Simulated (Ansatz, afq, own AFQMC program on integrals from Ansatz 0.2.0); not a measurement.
**BH₃Br, doublet in cc-pVTZ, levels against AFQMC with the constraint released**

```xyz
5

B    -2.6305    0.0000    0.0000
H    -3.2272    1.0336    0.0000
H    -3.2272   -1.0336    0.0000
H    -1.2825    0.0000    0.0000
Br    0.4535    0.0000    0.0000
```

Connectivity, by distances: BH2 ··· Br, 1 bridging H.

Basis cc-pVTZ. Only valence electrons are correlated. AFQMC by an in-house program on the Cholesky factors that Ansatz 0.2.0 writes for its CCSD(T) run. The CISD trial takes its coefficients from CCSD amplitudes. Released means that phaseless walkers are propagated on without the constraint, phases kept. Error bars are statistical, one sigma. No spin–orbit coupling.

Determinant: UHF, the one that the program's search chose, which needn't be the lowest solution. The geometry is a point of a scan.

No full CI on the walks' own integrals is used here. The released AFQMC energy serves as the reference, which it does only where one determinant dominates, the energy is flat over the last release times and near the phaseless one (40 meV or 2 meV an electron, half that with transition metals). On small molecules, where full CI could be run and the noise was under 10 meV, such values lay within 10 meV of it in 19 cases of 20, a flattering rate, since the rule was set on those same cases; what remains of the bias isn't in the error bar.

Cautions: no relativity below Rb; no spin-orbit coupling; inner d shell frozen; the released value is read at 2.40 1/Eh (meV from the phaseless value at times in 1/Eh: -1 ± 4 at 0.24, -1 ± 4 at 0.51, -8 ± 5 at 0.99, -4 ± 6 at 1.62, -10 ± 6 at 2.40).

- T1 diagnostic: 0.0125
- weight of the determinant in the CISD state: 0.873
- ⟨S²⟩ of the determinant: 0.777
- size of the correlated space: 13 electrons in 100 orbitals

| level | correlation energy (eV) |
| --- | --- |
| MP2 | -7.1954 |
| CCSD | -8.2562 |
| CCSD(T) | -8.5167 |

**Question.** Estimate where AFQMC with the constraint released lies against CCSD(T) on the same integrals.

**Answer.** 1.12 ± 0.14 kcal/mol below CCSD(T).

Reference: AFQMC with the constraint released, correlation energy -8.565 ± 0.006 eV.

```
        level  E − E(reference) (kcal/mol)  share of correlation (%)
      CCSD(T)                  1.12 ± 0.14                     99.43
ph-AFQMC/CISD                  0.23 ± 0.19                     99.88
```

A walk keeps the symmetry of its determinant, which the program's search chose and which needn't be the lowest solution, so a lower state of the same spin and another symmetry isn't excluded. Released energies are given only where the last usable release times agree within the noise; a slower fall can still hide under it.
